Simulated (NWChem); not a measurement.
dimethyl sulfide (C₂H₆S); SMILES CSC

Results from NWChem. Pople sets run with spherical d functions. Each level has its own optimisation. Computed dipoles belong to the equilibrium geometry; the measured one is vibrationally averaged.

Measured dipole moment: 1.50 D (NIST CCCBDB, as tabulated in the package chemicals).

```tsv
level	dipole moment (D)	computed − measured
Hartree-Fock/STO-3G	…	…
Hartree-Fock/3-21G	2.07	+0.57
Hartree-Fock/6-31G*	…	…
B3LYP/6-31G*	1.72	+0.22
LDA (Slater exchange, VWN5)/def2-SVP	1.45	-0.05
PBE/def2-SVP	1.45	-0.05
BLYP/def2-SVP	1.35	-0.15
PBE0/def2-SVP	1.55	+0.05
```

Question: Some entries are withheld; supply them.

Answer: 
- Hartree-Fock/STO-3G, dipole moment (D): 0.87
- Hartree-Fock/STO-3G, computed − measured: -0.63
- Hartree-Fock/6-31G*, dipole moment (D): 1.79
- Hartree-Fock/6-31G*, computed − measured: +0.29
